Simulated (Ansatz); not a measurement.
# Worked example: vertical ionisation energy of SiH3Cl (chlorosilane)

SiH3Cl has 5 atoms, charge 0, and is taken as a singlet. SMILES: `[SiH3]Cl`. The shape was relaxed beforehand at HF/3-21G.

```xyz
5

Si   -0.1597    0.0316   -0.0397
Cl    1.9209   -0.5360    0.3452
H    -0.9641   -0.4876    1.0817
H    -0.5462   -0.5855   -1.3219
H    -0.2010    1.5040   -0.1068
```

Both states at this one shape; open shells run unrestricted unless said. 1 Eh = 27.2114 eV.

```
                                   level  program  singlet SiH3Cl (Eh)  doublet SiH3Cl+ (Eh)
                                HF/3-21G   Ansatz          -746.457784           -746.064743
CCSD(T)/cc-pVDZ, 10 core orbitals frozen   Ansatz          -750.499101           -750.087637
```

Task: Work out the vertical ionisation energy at each level.

Result: 
1. HF/3-21G: -746.064743 − (-746.457784) = 0.393041 Eh = 10.70 eV.
2. CCSD(T)/cc-pVDZ: -750.087637 − (-750.499101) = 0.411464 Eh = 11.20 eV.

No measured value is set beside it here; the levels span 10.70 to 11.20 eV. Hartree–Fock favours the state with fewer electron pairs, since it lacks pair correlation.
